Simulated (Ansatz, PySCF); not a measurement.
Species: CH4N, net charge 0, doublet state. It need not be the lowest isomer of its formula. SMILES: [CH2]N
Structure (B3LYP-D3(BJ)/def2-TZVP (Ansatz, an electronic-structure program) minimum search):
```xyz
6

C      0.1231     0.7206    -0.0043
N     -0.0884    -0.6546     0.0035
H     -0.4969    -1.0305     0.8459
H     -0.5248    -1.0357    -0.8225
H      0.4664     1.1652     0.9184
H      0.4354     1.1594    -0.9407
```
Charge 0, spin multiplicity 2.


Property: enthalpy of formation at 298 K (from the atomisation energy, B3LYP-D3(BJ)/def2-TZVP harmonic zero-point and thermal terms from PySCF, and the atoms' enthalpies of formation in the G2/97 table; no spin-orbit terms, and no core term in the frozen-core levels), in kcal/mol. Valence correlation only, unless marked. UHF or UKS for open shells. No spin-orbit coupling. Non-relativistic. The coupled-cluster limit lacks core correlation, which all-electron functionals hold. CBS(X,Y): correlation extrapolated as X^-3; Hartree-Fock from the larger set. The bracket is a focal-point correction in the basis named.

```csv
level,program,enthalpy of formation at 298 K (kcal/mol),minus last row
HF/aug-cc-pVDZ,Ansatz,184.7,148.6
HF/def2-TZVPD,PySCF,179.8,143.7
PBE0/def2-TZVP,Ansatz,33.9,-2.2
PBE0/def2-QZVPP,Ansatz,31.8,-4.3
LC-wPBE-D3(BJ)/def2-TZVPD,Ansatz + dftd3,33.1,-3.0
"RI-MP2/CBS(aug-cc-pVTZ,aug-cc-pVQZ)",Ansatz,34.4,-1.7
"RI-MP2/CBS(aug-cc-pVTZ,aug-cc-pVQZ)+[CCSD(T)-MP2]/aug-cc-pVTZ",Ansatz,36.1,0.0
```
